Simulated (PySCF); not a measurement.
PySCF input:

```python
from pyscf import gto, scf, dft

mol = gto.M(
    atom='''
    N    -0.00181269    0.00359022    1.22722463
    C     0.00162323    1.08102868    0.39732440
    C    -0.00280630   -1.07868549    0.40363605
    C     0.00285416    0.70543113   -0.95100856
    C    -0.00005088   -0.71098333   -0.94686916
    H     0.00308933    2.08907821    0.79989107
    H    -0.00547032   -2.08436240    0.81208774
    H     0.00547332    1.35944646   -1.81451217
    H    -0.00012480   -1.37003976   -1.80653539
    ''',
    basis='def2-tzvpd',
    charge=-1,
    spin=0,
    verbose=4,
)

mf = scf.RHF(mol).density_fit(auxbasis='def2-universal-jkfit')
mf.conv_tol = 1e-9
mf.max_cycle = 100
mf.max_memory = 1500
mf.kernel()
if not mf.converged:
    mf = mf.newton()
    mf.kernel(mf.make_rdm1())
mf.analyze()
```

Q: Predict the final energy.

A: -208.29301 Eh (HF/def2-TZVPD).

It need not be the lowest isomer of its formula. Whether it binds its extra electron was not tested at this geometry.
